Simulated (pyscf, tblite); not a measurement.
`[SiH3][Te][SiH3]` + `[H][H]` → `[SiH4]` + `[SiH3][TeH]`: energy along the mass-weighted descent from the GFN2-xTB saddle (tblite), relative to the relaxed reactant side, a complex of the molecules.

```
s (amu^1/2 bohr) | E (kcal/mol)
    -5.15 | # 0.7
    -5.07 | # 0.7
    -4.99 | # 0.8
    -4.89 | # 0.9
    -4.79 | # 0.9
    -4.69 | # 1.0
    -4.57 | # 1.1
    -4.44 | # 1.3
    -4.29 | # 1.5
    -4.12 | ## 1.7
    -3.90 | ## 2.0
    -3.71 | ## 2.4
    -3.49 | ### 2.9
    -3.24 | ### 3.6
    -2.40 | ##### 5.0
    -1.56 | ########### 11.7
   -0.720 | ###################### 24.0
    0.240 | ############################## 32.7
     1.08 | #################### 21.9
     1.92 | ############ 12.6
     2.76 | ######### 9.6
```

Task: The GFN2-xTB barrier from the reactant side is 141.9 kJ/mol. What does ωB97X-D3(BJ) (PySCF) give from its own reactant-side minimum, in def2-SVP and in def2-TZVP?

Result: 249.2 kJ/mol in the double-zeta basis after reoptimising the saddle, and 250.4 kJ/mol in the triple-zeta single point, so the tight-binding barrier lies 108.5 kJ/mol under the latter. The imaginary mode goes from 1394i to 1176i cm⁻¹.
